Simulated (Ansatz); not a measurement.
# Other spins and charges of BNC, singlet at one geometry

Geometry (PBE0/def2-TZVP stationary point for this spin, not checked as a minimum):

```xyz
3

C     0.0000    0.0000    1.2603
B     0.0000    0.0000   -1.3379
N     0.0000    0.0000    0.0776
```

Basis cc-pVDZ; Ansatz 0.2.0. Correlated methods freeze the noble-gas cores. Prefix R: restricted or restricted open-shell reference; prefix U: unrestricted. Active spaces: valence = (12e, 12o) chosen from the atoms' valence shells.

Gaps are energies of the second state less the first, at fixed atoms, for a selection of the levels run; each method lands on the state that its own search finds for that charge and spin.

Unrestricted rows (U, and Kohn–Sham where it breaks symmetry) aren't spin-pure: their determinants' ⟨S²⟩ exceeds S(S+1) by up to 0.22, so they mix in states of higher spin. A value is left out where its run failed or describes another state than the reference as far as symmetry and spin tell, or, spin-broken singlets apart, can't be checked.

Triplet less singlet: 2.011 eV at RCCSDT(Q).

```csv
level,gap (eV),error (meV),⟨S²⟩ where 0.1 over S(S+1) (first / second)
RHF,1.278,-733,– / –
UHF,1.160,-851,0.22 / –
RMP2,1.703,-308,– / –
CISD,1.757,-254,– / –
RCCSD,1.986,-25,– / –
RCCSD(T),2.017,6,– / –
BCCD(T),2.017,6,– / –
RCCSDT,2.010,-1,– / –
CASSCF (valence space),1.768,-243,– / –
NEVPT2 (valence space),1.920,-91,– / –
MRCISD (valence space),1.976,-35,– / –
MRCISD+Q (valence space),1.998,-13,– / –
PBE,1.520,-491,– / –
r2SCAN,1.289,-722,0.14 / –
PBE0,1.549,-462,– / –
B3LYP,1.768,-243,– / –
wB97M-V,2.135,124,– / –
B2PLYP,1.830,-181,– / –
RPA-PBE,2.195,184,– / –
```

Removing an electron, to the doublet: 10.243 eV at RCCSDT(Q).

```tsv
level	gap (eV)	error (meV)	⟨S²⟩ where 0.1 over S(S+1) (first / second)
RHF	9.142	-1101	– / –
UHF	9.149	-1094	0.22 / –
CASSCF (valence space)	9.261	-982	– / –
NEVPT2 (valence space)	9.986	-257	– / –
MRCISD+Q (valence space)	10.217	-26	– / –
PBE	10.075	-168	– / –
PBE0	10.150	-93	– / –
B3LYP	10.281	38	– / –
wB97M-V	10.374	131	– / –
RPA-PBE	10.440	197	– / –
```

In so small a basis the reference is far from its limit while semilocal and hybrid functionals are nearer theirs (RPA and double hybrids share much of the reference's basis error), so the functionals' errors here hold much of the reference's basis and frozen-core error, which can add to them or hide them.

Full CI isn't at hand for all of this; RCCSDT(Q) serves as the reference, and is uncertain by about the last step of the cluster series. The frozen core follows each run's orbitals, which can shift R against U totals by a few meV.
